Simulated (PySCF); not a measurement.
# C3H5FS: a tour of settings

Which settings matter for C3H5FS (`F[C@@H]1C[C@@H]1S`)?

Computed with PySCF 2.14.0, with density-fitted response routines of our own, on a single molecule, in the gas phase or a continuum. Atoms count from 0, in the outputs and in this text.

## Step 1: The molecule as given

10 atoms, charge 0, multiplicity 1; geometry from: GFN2-xTB.

Bonds of the start (Å): F0–C1 1.36, C1–C2 1.50, C2–C3 1.50, C3–S4 1.80, C3–C1 1.50, C1–H5 1.08, C2–H6 1.08, C2–H7 1.08, C3–H8 1.08, S4–H9 1.33.

## Step 2: Nuclear shieldings: PBE0/pcSseg-1

The job: settings as JSON, then the geometry in Å.

```
{"job": {"kind": "nmr", "xc": "PBE0", "basis": "pcSseg-1"}, "charge": 0, "multiplicity": 1}
F      0.562726     1.611088    -0.657096
C     -0.154787     0.462410    -0.809593
C     -0.986741     0.007118     0.347874
C      0.256094    -0.748580    -0.034469
S      1.709101    -0.745343     1.030011
H     -0.499680     0.375226    -1.832558
H     -0.941136     0.611505     1.241344
H     -1.953312    -0.431314     0.156008
H      0.155077    -1.713444    -0.510556
H      1.861540     0.575987     1.046508
```

Method: GIAO PBE0/pcSseg-1 NMR shielding, non-relativistic, gas phase.

Started as:

```sh
OMP_NUM_THREADS=1 python probes_run.py task.json out
```

The driver reads the jobs from task.json and runs them one after another.

What it wrote:

```text
coarse grid: 9072 points
cycle   1  E = -614.8242959857  dE =  6.930e-01  |g| = 4.444e-01  |ddm| = 2.834e+00
cycle   2  E = -614.8090466966  dE =  1.525e-02  |g| = 5.780e-01  |ddm| = 6.980e-01
cycle   3  E = -614.8609316411  dE = -5.188e-02  |g| = 5.678e-02  |ddm| = 3.842e-01
cycle   4  E = -614.8614779918  dE = -5.464e-04  |g| = 2.411e-02  |ddm| = 6.245e-02
cycle   5  E = -614.8616023083  dE = -1.243e-04  |g| = 5.859e-03  |ddm| = 2.538e-02
cycle   6  E = -614.8616103567  dE = -8.048e-06  |g| = 1.853e-03  |ddm| = 7.906e-03
final grid: 83840 points
cycle   7  E = -614.9006336452  dE = -2.576e-05  |g| = 8.981e-03  |ddm| = 2.473e-02
cycle   8  E = -614.9006161408  dE =  1.750e-05  |g| = 1.264e-02  |ddm| = 1.941e-02
cycle   9  E = -614.9006523706  dE = -3.623e-05  |g| = 9.822e-04  |ddm| = 1.133e-02
cycle  10  E = -614.9006525313  dE = -1.607e-07  |g| = 2.301e-04  |ddm| = 1.010e-03
cycle  11  E = -614.9006525400  dE = -8.714e-09  |g| = 4.924e-05  |ddm| = 2.214e-04
cycle  12  E = -614.9006525405  dE = -5.251e-10  |g| = 1.234e-05  |ddm| = 5.847e-05
converged SCF energy = -614.9006525405

GIAO shielding tensors (ppm)
atom      isotropic    diamagn.    paramagn.     s11        s22        s33       span
  0 F      418.717     472.181     -53.465    379.722    420.139    456.290     76.567
  1 C      113.801     243.875    -130.074     62.185     88.296    190.921    128.736
  2 C      168.264     252.116     -83.852    138.227    160.012    206.553     68.326
  3 C      167.490     253.082     -85.591    139.594    155.912    206.964     67.371
  4 S      621.565    1054.600    -433.035    428.095    591.877    844.723    416.627
  5 H       27.072      29.606      -2.534     21.498     26.248     33.469     11.971
  6 H       31.238      30.499       0.739     25.790     30.117     37.806     12.016
  7 H       30.686      30.309       0.378     25.214     26.379     40.466     15.251
  8 H       30.163      30.716      -0.554     22.644     27.485     40.360     17.716
  9 H       29.561      29.422       0.139     21.391     29.390     37.902     16.511
```

Run time: 4.4 s. Hardware: 1 thread of AMD EPYC 9R45, shared host; peak memory 0.54 GiB.

Shifts follow as δ = σ(reference) − σ, with reference shieldings (ppm) from runs at the same level and on the same kind of geometry: 1H TMS 31.72, 13C TMS 186.9, 19F CFCl3 170.9, 33S CS2 504. The references are single molecules in the gas phase, so shifts against H2O, NH3, PH3, H3PO4 or CFCl3 are not on the usual liquid scales and can be off by tens of ppm.

```tsv
atoms	environment	σ (ppm)	δ (ppm)	δ scaled to CDCl3
C1	three-membered-ring carbon bearing a halogen	113.8	73.1	69.5
C3	three-membered-ring carbon	167.5	19.4	12.6
C2	three-membered-ring carbon	168.3	18.7	16.3
H5	hydrogen on a three-membered-ring carbon bearing a halogen	27.07	4.65	4.48
H9	hydrogen on a thiol sulfur	29.56	2.16	–
H8	hydrogen on a three-membered-ring carbon	30.16	1.55	1.57
H7	hydrogen on a three-membered-ring carbon	30.69	1.03	1.08
H6	hydrogen on a three-membered-ring carbon	31.24	0.48	0.56
F0	fluorine on an sp3 carbon	418.7	-247.8	–
S4	thiol sulfur	622	-118	–
```

The scaled column applies a straight-line fit of computed shieldings to shifts measured in CDCl3, with any fitted terms for Cl, Br or S neighbours, and one for carbons that bear F (root-mean-square error 0.16 ppm for H, 1.9 ppm for C).

The run also stored atomic charges by several schemes (e):

```tsv
atoms	Mulliken	IAO	Hirshfeld	ESP fit
F0	-0.31	-0.30	-0.10	-0.16
C1	0.21	0.16	0.05	-0.04
C2	-0.18	-0.32	-0.10	-0.20
C3	-0.38	-0.25	-0.06	-0.26
S4	-0.06	-0.04	-0.06	-0.27
```

Mayer bond orders: F0–C1 0.92, C1–C2 0.95, C2–C3 0.90, C3–S4 1.03, C3–C1 0.91.

Ring of atoms C1, C2, C3: NICS(0) -38.0, NICS(1) -8.4, NICS(1)zz -18.5 ppm (means of both faces; NICS(1) differs between them: -9.6 and -7.2).

The two faces differ (NICS(1)zz -24.1 and -12.9 ppm).

In rings of three or four atoms NICS is ruled by the nearby σ bonds, so it says little on aromaticity.

## Step 3: Ultraviolet spectrum: PBE0/def2-SVPD

Settings changed since step 2:

```diff
@@ -1,2 +1,2 @@
-{"job": {"kind": "nmr", "xc": "PBE0", "basis": "pcSseg-1"}, "charge": 0, "multiplicity": 1}
+{"job": {"kind": "uv", "xc": "PBE0", "basis": "def2-SVPD", "nstates": 6, "ntriplets": 2}, "charge": 0, "multiplicity": 1}
 F      0.562726     1.611088    -0.657096
```

With the program's defaults for keys left out, this is: TDDFT PBE0/def2-SVPD, vertical, gas phase, core orbitals frozen in the response.

What it wrote:

```text
coarse grid: 9072 points
cycle   1  E = -614.5767290237  dE =  6.501e-01  |g| = 4.062e-01  |ddm| = 4.392e+00
cycle   2  E = -614.5613133057  dE =  1.542e-02  |g| = 5.333e-01  |ddm| = 1.060e+00
cycle   3  E = -614.6097199469  dE = -4.841e-02  |g| = 5.561e-02  |ddm| = 5.015e-01
cycle   4  E = -614.6102415671  dE = -5.216e-04  |g| = 2.242e-02  |ddm| = 9.278e-02
cycle   5  E = -614.6103561377  dE = -1.146e-04  |g| = 5.946e-03  |ddm| = 4.071e-02
cycle   6  E = -614.6103649219  dE = -8.784e-06  |g| = 1.511e-03  |ddm| = 1.243e-02
final grid: 83840 points
cycle   7  E = -614.6764476760  dE = -2.202e-05  |g| = 8.662e-03  |ddm| = 9.242e-02
cycle   8  E = -614.6764302597  dE =  1.742e-05  |g| = 1.226e-02  |ddm| = 2.733e-02
cycle   9  E = -614.6764661525  dE = -3.589e-05  |g| = 9.279e-04  |ddm| = 1.664e-02
cycle  10  E = -614.6764663285  dE = -1.760e-07  |g| = 2.210e-04  |ddm| = 1.641e-03
cycle  11  E = -614.6764663384  dE = -9.809e-09  |g| = 4.834e-05  |ddm| = 4.298e-04
cycle  12  E = -614.6764663389  dE = -5.616e-10  |g| = 1.408e-05  |ddm| = 1.098e-04
converged SCF energy = -614.6764663389

Static polarisability (au): isotropic 55.742, principal 49.668 52.329 65.231

Singlet excitations
state   eV       nm        f      main configurations
  1   5.5361    224.0   0.00041   H->L 0.56, H->L+1 0.39
  2   5.9631    207.9   0.03441   H->L+1 0.51, H->L 0.41
  3   6.5013    190.7   0.00119   H->L+2 0.90
  4   7.1181    174.2   0.01605   H->L+3 0.94
  5   7.2889    170.1   0.00836   H->L+4 0.93
  6   7.5301    164.7   0.02195   H-1->L 0.51, H->L+5 0.42

Triplet excitations (Tamm-Dancoff, eV): 4.9892 5.5810
```

It took 5.3 s on 1 thread of AMD EPYC 9R45, shared host; peak memory 0.64 GiB.

Frontier orbitals and where they lie:

```tsv
orbital	eV	atoms
HOMO−3	-10.15	S4 50 %, C3 14 %, C2 10 %
HOMO−2	-9.77	C3 29 %, C2 17 %, F0 16 %
HOMO−1	-8.57	C1 26 %, C2 20 %, F0 18 %
HOMO	-6.78	S4 68 %, C3 12 %, C2 8 %
LUMO	0.38	S4 45 %, C3 14 %, C1 12 %
LUMO+1	0.52	S4 50 %, H9 10 %, C3 9 %
LUMO+2	0.91	S4 36 %, H9 13 %, H5 12 %
```

With each of the 6 states as a Gaussian band of 0.4 eV half-width at 1/e, the curve within the window shown has maxima at 208 nm (ε 1,400), 168 nm (ε 1,500) L/(mol cm). Beyond the last state computed it falls off for lack of states. The curve at chosen wavelengths:

```
 nm  ε (L/mol/cm)
158           588
162          1107
165          1403
169          1516
173          1315
176          1040
180           654
184           382
187           301
191           368
195           614
198           870
202          1200
206          1390
210          1365
213          1220
217           932
221           632
224           440
228           251
232           132
235            79
239            38
243            17
246            10
250             4
```

Further results of this job:

```tsv
property	computed
dipole moment (D)	2.15
polarisability (Å³)	8.26
HOMO–LUMO gap (eV)	7.16
−ε(HOMO) (eV)	6.78
```

## Step 4: Ultraviolet spectrum: CAM-B3LYP/IGLO-III

Settings changed since step 3:

```diff
@@ -1,2 +1,2 @@
-{"job": {"kind": "uv", "xc": "PBE0", "basis": "def2-SVPD", "nstates": 6, "ntriplets": 2}, "charge": 0, "multiplicity": 1}
+{"job": {"kind": "uv", "xc": "CAM-B3LYP", "basis": "IGLO-III", "nstates": 12, "ntriplets": 0, "tda": true, "scf": {"conv": 1e-08, "guess": "vsap"}}, "charge": 0, "multiplicity": 1}
 F      0.562726     1.611088    -0.657096
```

Method: TDA CAM-B3LYP/IGLO-III, vertical, gas phase, core orbitals frozen in the response.

What it wrote:

```text
final grid: 83840 points
cycle   1  E = -612.3827789052  dE =  1.706e+00  |g| = 3.188e+00  |ddm| = 2.134e+01
cycle   2  E = -601.8046108678  dE =  1.058e+01  |g| = 7.118e+00  |ddm| = 2.199e+01
cycle   3  E = -615.1612602689  dE = -1.336e+01  |g| = 8.460e-01  |ddm| = 5.820e+00
cycle   4  E = -615.2995511527  dE = -1.383e-01  |g| = 4.593e-01  |ddm| = 2.102e+00
cycle   5  E = -615.3351205385  dE = -3.557e-02  |g| = 1.100e-01  |ddm| = 6.731e-01
cycle   6  E = -615.3374888212  dE = -2.368e-03  |g| = 5.298e-02  |ddm| = 1.626e-01
cycle   7  E = -615.3379351168  dE = -4.463e-04  |g| = 8.898e-03  |ddm| = 6.335e-02
cycle   8  E = -615.3379475745  dE = -1.246e-05  |g| = 2.266e-03  |ddm| = 1.348e-02
cycle   9  E = -615.3379490593  dE = -1.485e-06  |g| = 1.225e-03  |ddm| = 5.243e-03
cycle  10  E = -615.3379495005  dE = -4.412e-07  |g| = 2.457e-04  |ddm| = 2.209e-03
cycle  11  E = -615.3379495311  dE = -3.059e-08  |g| = 6.848e-05  |ddm| = 9.430e-04
cycle  12  E = -615.3379495336  dE = -2.562e-09  |g| = 2.765e-05  |ddm| = 2.698e-04
converged SCF energy = -615.3379495336

Static polarisability (au): isotropic 52.216, principal 46.968 48.927 60.753

Singlet excitations
state   eV       nm        f      main configurations
  1   5.5497    223.4   0.00202   H->L+1 0.81
  2   6.3544    195.1   0.01364   H->L+2 0.50, H->L 0.38
  3   6.8246    181.7   0.00154   H->L 0.47, H->L+2 0.44
  4   7.5293    164.7   0.01847   H->L+3 0.86
  5   7.8209    158.5   0.00387   H->L+4 0.64, H-1->L 0.12
  6   7.8482    158.0   0.01662   H-1->L 0.35, H-1->L+1 0.29, H->L+4 0.15
  7   8.1239    152.6   0.01817   H->L+5 0.60, H-1->L 0.18, H-1->L+1 0.09
  8   8.2910    149.5   0.05172   H-1->L+1 0.32, H-1->L 0.30, H->L+5 0.21
  9   8.4992    145.9   0.00868   H-1->L+2 0.72, H-1->L+1 0.15
 10   8.7202    142.2   0.01386   H->L+6 0.70
 11   8.9155    139.1   0.02261   H-1->L+3 0.71
 12   9.0005    137.8   0.03893   H-2->L+1 0.32, H->L+7 0.27, H-1->L+3 0.08
```

Run time: 12 s. Hardware: 1 thread of AMD EPYC 9R45, shared host; peak memory 0.99 GiB.

This run: HOMO -7.99 eV, LUMO 1.52 eV; lowest singlet 5.55 eV.

## Step 5: NMR shieldings: wB97X-D/def2-TZVP

Settings changed since step 4:

```diff
@@ -1,2 +1,2 @@
-{"job": {"kind": "uv", "xc": "CAM-B3LYP", "basis": "IGLO-III", "nstates": 12, "ntriplets": 0, "tda": true, "scf": {"conv": 1e-08, "guess": "vsap"}}, "charge": 0, "multiplicity": 1}
+{"job": {"kind": "nmr", "xc": "wB97X-D", "basis": "def2-TZVP", "pop": true}, "charge": 0, "multiplicity": 1}
 F      0.562726     1.611088    -0.657096
```

Method: GIAO wB97X-D/def2-TZVP NMR shielding, non-relativistic, gas phase.

What it wrote:

```text
coarse grid: 9072 points
cycle   1  E = -615.2889189871  dE =  8.280e-01  |g| = 5.251e-01  |ddm| = 2.389e+00
cycle   2  E = -615.2927095215  dE = -3.791e-03  |g| = 5.905e-01  |ddm| = 6.619e-01
cycle   3  E = -615.3437298961  dE = -5.102e-02  |g| = 5.062e-02  |ddm| = 3.243e-01
cycle   4  E = -615.3442176403  dE = -4.877e-04  |g| = 2.100e-02  |ddm| = 5.327e-02
cycle   5  E = -615.3443206179  dE = -1.030e-04  |g| = 5.908e-03  |ddm| = 2.578e-02
cycle   6  E = -615.3443299714  dE = -9.353e-06  |g| = 1.335e-03  |ddm| = 7.632e-03
final grid: 83840 points
cycle   7  E = -615.3441413460  dE = -1.809e-04  |g| = 1.045e-02  |ddm| = 7.618e-02
cycle   8  E = -615.3441411947  dE =  1.512e-07  |g| = 1.042e-02  |ddm| = 1.225e-02
cycle   9  E = -615.3441565303  dE = -1.534e-05  |g| = 1.261e-03  |ddm| = 6.058e-03
cycle  10  E = -615.3441567741  dE = -2.438e-07  |g| = 3.385e-04  |ddm| = 1.278e-03
cycle  11  E = -615.3441568009  dE = -2.679e-08  |g| = 9.437e-05  |ddm| = 5.737e-04
cycle  12  E = -615.3441568037  dE = -2.808e-09  |g| = 2.546e-05  |ddm| = 1.620e-04
cycle  13  E = -615.3441568040  dE = -3.705e-10  |g| = 7.807e-06  |ddm| = 9.889e-05
converged SCF energy = -615.3441568040

GIAO shielding tensors (ppm)
atom      isotropic    diamagn.    paramagn.     s11        s22        s33       span
  0 F      421.183     468.150     -46.967    385.292    420.486    457.771     72.479
  1 C      115.328     239.769    -124.441     63.192     90.007    192.784    129.593
  2 C      170.728     248.468     -77.740    141.310    163.633    207.242     65.932
  3 C      169.606     243.566     -73.961    142.361    158.676    207.781     65.420
  4 S      586.193    1054.172    -467.979    381.655    552.258    824.665    443.010
  5 H       27.339      29.730      -2.391     22.050     26.751     33.215     11.164
  6 H       31.467      30.945       0.522     26.324     30.365     37.711     11.387
  7 H       31.086      30.604       0.482     25.980     26.729     40.547     14.567
  8 H       30.466      30.056       0.409     23.387     27.859     40.151     16.765
  9 H       29.854      30.779      -0.925     22.132     29.741     37.689     15.557
```

Run time: 12 s. Hardware: 1 thread of AMD EPYC 9R45, shared host; peak memory 0.79 GiB.

This run: δ C1 73.9, C3 19.6, C2 18.5, F0 -238.1, H5 4.73, H9 2.22 ppm.

## Step 6: Shielding tensors: KT2/def2-TZVP in acetone

Settings changed since step 5:

```diff
@@ -1,2 +1,2 @@
-{"job": {"kind": "nmr", "xc": "wB97X-D", "basis": "def2-TZVP", "pop": true}, "charge": 0, "multiplicity": 1}
+{"job": {"kind": "nmr", "xc": "KT2", "basis": "def2-TZVP", "solvent": "acetone", "pop": true, "scf": {"level_shift": 0.1}}, "charge": 0, "multiplicity": 1}
 F      0.562726     1.611088    -0.657096
```

Method: GIAO KT2/def2-TZVP NMR shielding, non-relativistic, IEF-PCM acetone.

What it wrote:

```text
final grid: 83840 points
cycle   1  E = -621.8604617195  dE =  5.753e-01  |g| = 6.072e-01  |ddm| = 2.402e+00
cycle   2  E = -621.8031104511  dE =  5.735e-02  |g| = 8.988e-01  |ddm| = 1.162e+00
cycle   3  E = -621.9191439162  dE = -1.160e-01  |g| = 1.029e-01  |ddm| = 5.541e-01
cycle   4  E = -621.9217556590  dE = -2.612e-03  |g| = 1.965e-02  |ddm| = 1.412e-01
cycle   5  E = -621.9218261938  dE = -7.053e-05  |g| = 7.758e-03  |ddm| = 2.763e-02
cycle   6  E = -621.9218395552  dE = -1.336e-05  |g| = 1.764e-03  |ddm| = 7.312e-03
cycle   7  E = -621.9218400617  dE = -5.065e-07  |g| = 4.192e-04  |ddm| = 1.519e-03
cycle   8  E = -621.9218400962  dE = -3.457e-08  |g| = 1.586e-04  |ddm| = 4.019e-04
cycle   9  E = -621.9218401020  dE = -5.743e-09  |g| = 2.916e-05  |ddm| = 1.307e-04
cycle  10  E = -621.9218401022  dE = -1.933e-10  |g| = 5.827e-06  |ddm| = 3.756e-05
level shift removed, Fock matrix diagonalised once more
converged SCF energy = -621.9218401022

GIAO shielding tensors (ppm)
atom      isotropic    diamagn.    paramagn.     s11        s22        s33       span
  0 F      412.717     474.733     -62.017    372.452    418.368    447.330     74.877
  1 C      116.053     242.534    -126.481     63.035     90.311    194.811    131.776
  2 C      173.111     251.675     -78.564    143.632    165.817    209.884     66.252
  3 C      170.644     247.511     -76.868    144.799    158.563    208.570     63.771
  4 S      615.055    1057.297    -442.242    429.127    586.098    829.940    400.813
  5 H       26.689      29.351      -2.662     21.454     26.144     32.469     11.015
  6 H       31.400      30.839       0.561     26.502     30.494     37.204     10.702
  7 H       30.643      30.336       0.307     25.473     26.338     40.117     14.644
  8 H       29.850      29.712       0.139     22.729     27.435     39.386     16.657
  9 H       29.564      30.546      -0.982     22.004     29.215     37.474     15.471
```

It took 8.9 s on 1 thread of AMD EPYC 9R45, shared host; peak memory 0.75 GiB.

This run: σ C1 116.1, C3 170.6, C2 173.1, F0 412.7, H5 26.69, H9 29.56 ppm.

## Step 7: Side by side: NMR shifts

Isotropic shieldings (ppm) of some atoms, chosen among heavy atoms and hydrogens apart, with basis size and wall time:

```tsv
run	C1	C3	C2	H5	H8	F0	S4	functions	time
PBE0/pcSseg-1	113.8	167.5	168.3	27.07	30.16	418.7	622	117	4.4 s
wB97X-D/def2-TZVP	115.3	169.6	170.7	27.34	30.47	421.2	586	191	12 s
KT2/def2-TZVP in acetone	116.1	170.6	173.1	26.69	29.85	412.7	615	191	8.9 s
```

## Step 8: Comparing the runs: electronic excitations

Excitations and ground-state properties, with basis size and wall time:

```tsv
run	lowest singlet (eV)	brightest (eV)	f	gap (eV)	α (Å³)	μ (D)	functions	time
PBE0/def2-SVPD	5.54	5.96	0.034	7.16	8.26	2.15	150	5.3 s
CAM-B3LYP/IGLO-III	5.55	8.29	0.052	9.51	7.74	1.92	234	12 s
```

## Step 9: Summary of results

| quantity | value |
| --- | --- |
| 13C shifts against TMS (PBE0/pcSseg-1) | 73.1, 19.4, 18.7 ppm |
| 1H shifts against TMS (PBE0/pcSseg-1) | 4.65, 2.16, 1.55, 1.03, 0.48 ppm |
| 19F shifts against CFCl3 (PBE0/pcSseg-1) | -247.8 ppm |
| 33S shifts against CS2 (PBE0/pcSseg-1) | -118 ppm |
| lowest singlet (PBE0/def2-SVPD) | 5.54 eV (224 nm), f = 0.000 |
| brightest single state of those computed | state 2, 5.96 eV, f = 0.034 |
| lowest triplet | 4.99 eV |
| range of the shielding of S4 | 586 to 622 ppm |
| range of the lowest singlet | 5.54 to 5.55 eV |

What this shows: Single values in the summary come from the first run of each kind that ended normally (PBE0/pcSseg-1; PBE0/def2-SVPD), which need not be the best level. H5 (hydrogen on a three-membered-ring carbon bearing a halogen) lies farthest downfield among hydrogen, at 4.65 ppm; its carbon carries F, an electronegative neighbour. At PBE0/pcSseg-1: Shielding is most anisotropic at S4 (span 417 ppm, paramagnetic term -433 ppm). The lowest singlet, at 5.54 eV, is HOMO→LUMO 0.56, HOMO→LUMO+1 0.39 and is dark; of the 6 states computed, the strongest absorption comes from state 2 at 5.96 eV. The lowest triplet lies 0.55 eV below the lowest singlet (triplets in Tamm-Dancoff, singlets in full TDDFT). In ppm, S4 moves most: its shielding spreads over 35 ppm, from 586 (wB97X-D/def2-TZVP) to 622 (PBE0/pcSseg-1). The lowest singlet runs from 5.54 eV (PBE0/def2-SVPD) to 5.55 eV (CAM-B3LYP/IGLO-III), while the orbital gap spans 7.16 to 9.51 eV. The lowest state need not be the same one in every run. The runs solved for a few states only, so the brightest column depends on that window.
